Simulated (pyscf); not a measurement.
`[O]=[Si]([OH])[F]` + `[FH]` → `[O]=[Si]([F])[F]` + `[OH2]`, a four-centre exchange (singlet surface; O–Si, F–H broken, F–Si, H–O formed). Structures and frequencies: ωB97X-D3(BJ)/def2-SVP in PySCF. MP2 and CC: frozen core, UHF for open shells. ΔMP2 is the change of the MP2 total energy from the triple- to the quadruple-zeta basis. Energies in eV from the separated reactants.

Small-basis levels: PySCF, no dispersion term, spherical d functions. AM1 to PM7: differences of heats of formation from MOPAC, which are fitted to 298 K values and so differ in kind from electronic energies by zero-point and thermal terms. GFN2-xTB: tblite. Cost: rough CPU time at the saddle relative to B3LYP/6-31G*, from one job on a shared machine.

```
level                             barrier  reaction energy        cost
--------------------------------  -------  ---------------  ----------
HF/STO-3G                           -0.57            -0.29        0.04
BP86/6-31G*                         -0.88            -0.46           1
PBE/6-31G*                          -0.98            -0.47           2
B3LYP/3-21G                         -1.83            -0.36         0.6
B3LYP/LANL2DZ                       -0.29            +0.07         0.6
B3LYP/6-31G*                        -0.78            -0.46           1
GFN2-xTB                             0.53            -0.29  under 0.02
PM6                                 -0.40            -0.60  under 0.02
PM7                                  0.57            -0.45  under 0.02
CCSD(T)/def2-TZVPP + ΔMP2(QZVPP)    -0.19            -0.17           –
```

Against the last row the barrier runs from -1.64 (B3LYP/3-21G) to +0.76 eV (PM7); B3LYP/LANL2DZ happens to lie closest here (0.09 eV apart). CCSD(T)/def2-TZVPP + ΔMP2(QZVPP) has limits of its own. On the reactant side the descent ends in an adduct with a F–Si contact, 0.44 eV under the separated species and 0.16 eV under the saddle at ωB97X-D3(BJ)/def2-TZVP. On the product side the descent ends in an adduct with a O–Si contact, 1.40 eV under the separated species and 1.26 eV under the saddle at ωB97X-D3(BJ)/def2-TZVP. At CCSD(T) the saddle lies under the separated reactants, which points to a path from their complex (located at ωB97X-D3(BJ) alone). At CCSD(T) the saddle lies under the separated products, which points to a path from their complex (located at ωB97X-D3(BJ) alone). What is counted as formed (F–Si) is already present as a longer contact in the reactant adduct; forming that adduct is a step of its own. What is counted as broken (O–Si) persists as a longer contact in the product adduct; parting that adduct is a step of its own. At ωB97X-D3(BJ)/def2-TZVP the barrier from the zero used here is -0.28 eV. This is the saddle that the search found; another between the same sides may lie lower. The CCSD(T) − MP2 part came from Ansatz, without density fitting, on the same reference.
